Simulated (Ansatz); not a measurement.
# AlClH4: the cost of one run

All numbers below are computed with Ansatz 0.2.0 (RKS PBE0-D4/def2-SVP).

### 1 The structure to begin with

Bond lengths: Al1–Cl2 2.580 Å, Al1–H3 1.560 Å, Al1–H4 1.560 Å. Angles: Cl2–Al1–H3 120.0°, Cl2–Al1–H4 120.0°, H3–Al1–H4 120.0°.

Structure file:

```xyz
6

Al    0.0000    0.0000    0.0000
Cl    0.0000    0.0000    2.5800
H     1.3510    0.0000   -0.7800
H    -1.3510    0.0000   -0.7800
H     0.0777   -1.7634    0.5865
H     0.0662   -1.5022    1.5585
```

### 2 A restrained relaxation towards end A

Springs on the bonds that form and break draw the guess towards this end; the thresholds are loose.

File input.yaml:

```yaml
crystal:
  periodic: [false, false, false]
  atoms:
    - { symbol: Al, position_ang: [0.0, 0.0, 0.0] }
    - { symbol: Cl, position_ang: [0.0, 0.0, 2.58] }
    - { symbol: H, position_ang: [1.351, 0.0, -0.78] }
    - { symbol: H, position_ang: [-1.351, 0.0, -0.78] }
    - { symbol: H, position_ang: [0.0777, -1.7634, 0.5865] }
    - { symbol: H, position_ang: [0.0662, -1.5022, 1.5585] }
basis:
  gaussian: { orbitals: def2-SVP }
hamiltonian:
  xc: pbe0
  dispersion: d4
relax:
  f_tol: 0.15
  max_steps: 25
  restrain:
    - { distance: [0, 4], at: 2.76, k: 30.0 }
    - { distance: [5, 1], at: 2.57, k: 30.0 }
    - { distance: [0, 1], at: 2.23, k: 30.0 }
    - { distance: [5, 4], at: 0.66, k: 30.0 }
```

Launch:

```sh
$ ansatz run input.yaml --threads 1 --pin off --max-ram 2048MiB --backend cpu --events-out ev --progress --plain --runs-dir out
```

Q: Estimate wall time and peak memory on 1 thread of Arm Neoverse V2, shared host.

About 9.9 s, with a peak of 0.11 GiB.
